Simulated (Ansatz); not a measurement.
# HF (hydrogen fluoride): levels of theory compared

Wanted: a comparison of 6 runs (HF/3-21G, B2PLYP/3-21G, SVWN5/3-21G, UB3LYP/3-21G, PBE0/cc-pVDZ, UCCSD(T)/cc-pVDZ) of HF (hydrogen fluoride). 

Program for the calculation: Ansatz 0.2.0.

57 further runs of the same task are left out: 1 that didn't finish, 56 set aside as unsound or not needed.

### Step 1. The system as given

HF: 2 atoms, total charge 0, spin state singlet. SMILES: `F`. The H2–F1 distance was set to 2.300 Å, away from the relaxed value.

### Step 2. A single-point energy at HF/3-21G (run 1)

Contents of in.yaml:

```yaml
crystal:
  periodic: [false, false, false]
  atoms:
    - symbol: F
      position_ang: [-1.559998, 0.578399, -0.785599]
    - symbol: H
      position_ang: [0.390000, -0.144600, 0.196400]
basis:
  gaussian: {orbitals: 3-21G.json}
hamiltonian: {xc: hf}
accuracy: high
```

The basis set 3-21G is read from a file made from the Basis Set Exchange's data (not shown).

Launch:

```console
$ ansatz run in.yaml --threads 1 --pin off --max-ram 2610MiB --events-out events.jsonl --progress --plain --runs-dir runs
```

Output:

```text
Warning: RAYON_NUM_THREADS=1 ignored (pool sized by the plan → 1); use --threads N
Functional definition: HF
  name "HF"
  exchange = exact_x
  correlation = 0
144 factors; integrals over basis functions are off by at most 3.7e-9 eV
mean field evaluation 1: about -2693.1752 eV, gradient 3.9e1 eV
mean field evaluation 2: about -2693.1752 eV, gradient 3.9e1 eV
mean field evaluation 4: about -2698.2969 eV, gradient 5.8e0 eV
mean field evaluation 8: about -2698.3983 eV, gradient 2.7e-1 eV
mean field evaluation 16: about -2698.3975 eV, gradient 2.4e-8 eV
mean field -2698.39749758 eV, -99.1642789965 hartree, gradient 2.4e-8 eV, S^2 0.000000; 0 other end points of the search recorded, 0 dependent functions left out
reference -2698.39749758 eV, -99.1642789965 hartree; 5, 5 occupied and 6, 6 virtual orbitals, 144 factors
Total energy: -2698.39749758 eV, -99.1642789965 hartree
```

It took 0.04 s on 1 thread of Arm Neoverse V2, shared host.

### Step 3. The energy at B2PLYP/3-21G (run 2)

Contents of job.yaml:

```yaml
crystal:
  periodic: [false, false, false]
  atoms:
    - {symbol: F, position_ang: [-1.559998, 0.578399, -0.785599]}
    - {symbol: H, position_ang: [0.390000, -0.144600, 0.196400]}
basis:
  gaussian:
    orbitals: 3-21G.json
correlation:
  frozen_orbitals: {F: 1, H: 0}
hamiltonian:
  xc: {name: B2PLYP}
accuracy: high
```

The basis set 3-21G is read from a file made from the Basis Set Exchange's data (not shown).

Launch:

```console
$ ansatz run job.yaml --threads 1 --pin off --max-ram 2610MiB --events-out events.jsonl --progress --plain --runs-dir runs
```

Output (excerpt; [...] marks lines left out):

```text
Warning: RAYON_NUM_THREADS=1 ignored (pool sized by the plan → 1); use --threads N
Functional definition: B2PLYP
  name "B2PLYP"
[...]
144 factors; integrals over basis functions are off by at most 3.7e-9 eV
[...]
mean field -2706.98629959 eV, -99.4799116486 hartree, gradient 2.8e-8 eV, S^2 0.000000; 0 other end points of the search recorded, 0 dependent functions left out; unrestricted orbitals would lower it
1 core orbitals not correlated: weight in the atoms' cores, before any rotation towards them, 1.000 or more for the frozen orbitals, at most 0.000 for the correlated occupied ones
reference -2706.98630907 eV, -99.4799119972 hartree; 4, 4 occupied and 6, 6 virtual orbitals, 144 factors
second order -8.42701040 eV of doubles, -0.00000000 eV of singles
Total energy: -2709.26160188 eV, -99.5635274656 hartree
```

It took 0.3 s on 1 thread of Arm Neoverse V2, shared host.

Runs 3 to 5 aren't shown in full; the table further down has their settings and results.

### Step 4. The energy at UCCSD(T)/cc-pVDZ (run 6)

Contents of input.yaml:

```yaml
crystal:
  periodic: [false, false, false]
  atoms:
    - symbol: F
      position_ang: [-1.559998, 0.578399, -0.785599]
    - symbol: H
      position_ang: [0.390000, -0.144600, 0.196400]
basis:
  gaussian: {orbitals: cc-pVDZ}
magnetization: {spin_polarized: true, initial_magnetization: 0}
correlation: {method: ccsd_t, frozen_orbitals: {F: 1, H: 0}}
accuracy: high
scf: {omitted_lower_state_checks: [cluster_reference, increment]}
```

Launch:

```console
$ ansatz run input.yaml --threads 1 --pin off --max-ram 2610MiB --events-out events.jsonl --progress --plain --runs-dir runs
```

Output:

```text
Warning: RAYON_NUM_THREADS=1 ignored (pool sized by the plan → 1); use --threads N
[... 15 lines left out ...]
1 core orbitals not correlated: weight in the atoms' cores, before any rotation towards them, 1.000 or more for the frozen orbitals, at most 0.000 for the correlated occupied ones
[... 29 lines left out ...]
Total energy: -2721.97198671 eV, -100.0306254926 hartree
Checks for a lower state left out: cluster_reference, increment
```

Run time: 0.36 s. Hardware: 1 thread of Arm Neoverse V2, shared host.

### Step 5. All runs side by side

```tsv
run	level	frozen core orbitals	energy (Eh)	wall time
1	HF/3-21G	–	-99.164279	0.04 s
2	B2PLYP/3-21G	1	-99.563527	0.3 s
3	SVWN5/3-21G	–	-99.006077	0.16 s
4	UB3LYP/3-21G	–	-99.691018	0.82 s
5	PBE0/cc-pVDZ	–	-100.094974	0.28 s
6	UCCSD(T)/cc-pVDZ	1	-100.030625	0.36 s
```

### Step 6. Results

| quantity | value |
| --- | --- |
| run 6: total energy | -100.03063 Eh |
| run 6: correlation energy (1 core orbital frozen) | -155.3 mEh |
| run 6: (T) correction | -1.47 mEh |
| run 6: ⟨S²⟩ of the reference determinant | 0.978 |
| run 6: T1 diagnostic | 0.017 |

In words: Totals of different functionals can't be ranked against each other. In run 2 the log says that unrestricted orbitals would lower the reference, so the values rest on an unstable closed-shell determinant (other closed-shell runs at this shape may share the fault). In runs 1, 2, 3, 5 a closed-shell determinant meets a far-stretched bond, which it describes badly. Spin contamination of the reference: run 6 ⟨S²⟩ = 0.98, run 4 ⟨S²⟩ = 0.85. Where it is this large, the reference is a mixture of spin states, and values that rest on it are in doubt. All runs together took 2 s, the longest 0.82 s.
